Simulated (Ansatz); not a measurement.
# AlNH2 (triplet): from Hartree-Fock to the top rungs, 6-31G

How much of the correlation energy of AlNH2 (triplet) does each wave-function method recover here?

Computed with Ansatz 0.2.0, Gaussian basis. Level: 6-31G, core rule «outside noble gas», up to 6 orbitals frozen.

Plan: UHF; CCSD(T) on ROHF; CCSD(T) on UHF; BCCD(T) on ROHF; CISD; CCSDT(Q) on ROHF; CCSDT(Q) on UHF; CISDTQ; CCSDTQ on ROHF; CCSDTQ on UHF; Full CI.

10 further runs of the same task are left out: 7 for a known fault of the program, 3 set aside as unsound or not needed.

## Step 1: What is computed

The geometry is a PBE0/def2-TZVP stationary point (not a proven minimum) of the parent state, kept for this charge and spin.

4 atoms, charge 0, spin multiplicity 3.

Atoms are counted from 1 here; the program's logs count them from 0.

Bond lengths: Al1–N2 1.796 Å, N2–H3 1.012 Å, N2–H4 1.012 Å. Angles: Al1–N2–H3 125.6°, Al1–N2–H4 125.6°, H3–N2–H4 108.7°.

## Step 2: UHF

in.yaml

```yaml
crystal:
  periodic: [false, false, false]
  atoms:
    - {symbol: Al, position_ang: [0.000000, 0.000000, 0.696811]}
    - {symbol: N, position_ang: [0.000000, 0.000000, -1.099242]}
    - {symbol: H, position_ang: [0.000000, 0.822256, -1.688737]}
    - {symbol: H, position_ang: [0.000000, -0.822256, -1.688737]}
basis:
  gaussian: {orbitals: 6-31G}
magnetization: {spin_polarized: true, initial_magnetization: 2}
hamiltonian: {xc: hf}
output: {orbitals: {seedname: orbitals}}
```

Launch:

```sh
$ ansatz run in.yaml --threads 1 --pin off --events-out ev --progress --plain --max-ram 3968MiB --backend cpu
```

After this run come: CCSD(T) on ROHF; CCSD(T) on UHF; BCCD(T) on ROHF; CISD; CCSDT(Q) on ROHF; CCSDT(Q) on UHF; CISDTQ; CCSDTQ on ROHF; CCSDTQ on UHF; Full CI.

Before running them: what should the planned runs give, taken together? Wanted: FCI below the RHF energy; RMP2 from FCI; UMP2 from FCI; RCCSD from FCI; RCCSD(T) from FCI; UCCSD(T) from FCI; RCCSDT(Q) from FCI; UCCSDT(Q) from FCI; T1 diagnostic.

The runs gave:

| quantity | value |
| --- | --- |
| FCI below the RHF energy | -3.9634 eV |
| RMP2 from FCI | +43.3 kJ/mol |
| UMP2 from FCI | +41.2 kJ/mol |
| RCCSD from FCI | +10.4 kJ/mol |
| RCCSD(T) from FCI | +2.2 kJ/mol |
| UCCSD(T) from FCI | +2.1 kJ/mol |
| RCCSDT(Q) from FCI | 0.0 kJ/mol |
| UCCSDT(Q) from FCI | -0.3 kJ/mol |
| levels within 1 kcal/mol (43 meV) | RCCSD(T), UCCSD(T), BCCD(T), RCCSDT, UCCSDT, CISDTQ, RCCSDT(Q), UCCSDT(Q), RCCSDTQ, UCCSDTQ |
| T1 diagnostic | 0.029 |
| effectively unpaired electrons | 2.04 |

RCCSD(T) misses by +2.2 kJ/mol, 0.6 % of the correlation energy. UCCSDT(Q) falls below full CI: unrestricted runs freeze a spin-polarised core, another one than full CI's, and coupled cluster isn't variational. One determinant dominates. These misses are within one basis, not against nature; the frozen cores of restricted and unrestricted runs differ, which can shift their rows.
